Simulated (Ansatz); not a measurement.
A displaced shape of doublet H₂O(+):

```xyz
3

O     0.0008    0.0480   -0.1307
H    -0.0138    0.7737    0.4560
H    -0.0113   -0.8068    0.5142
```

It was optimised with PBE0/def2-SVP in Ansatz (development build ahead of 0.2.0) to forces under 0.001 eV/Å, with unrestricted orbitals. Each step stands on the lowest determinant of that kind that the program's search found.

Problem. What shape does it relax to, and how does the optimisation go?

Solution.

```xyz
3

O     0.0004   -0.0006   -0.1096
H    -0.0141    0.8281    0.4627
H    -0.0106   -0.8125    0.4864
```

Bond lengths: O1–H2 1.007 Å, O1–H3 1.007 Å. Angles: H2–O1–H3 109.1°.

```json
{"step": "1", "E − E(start) (eV)": "0.0000", "largest force (eV/Å)": "4.6969"}
{"step": "2", "E − E(start) (eV)": "-0.1946", "largest force (eV/Å)": "1.3575"}
{"step": "3", "E − E(start) (eV)": "-0.2163", "largest force (eV/Å)": "0.1211"}
{"step": "4", "E − E(start) (eV)": "-0.2167", "largest force (eV/Å)": "0.0365"}
{"step": "5", "E − E(start) (eV)": "-0.2168", "largest force (eV/Å)": "0.0154"}
{"step": "6", "E − E(start) (eV)": "-0.2168", "largest force (eV/Å)": "0.0018"}
{"step": "7", "E − E(start) (eV)": "-0.2168", "largest force (eV/Å)": "0.0001"}
```

The optimisation ended after 7 steps with its threshold met.
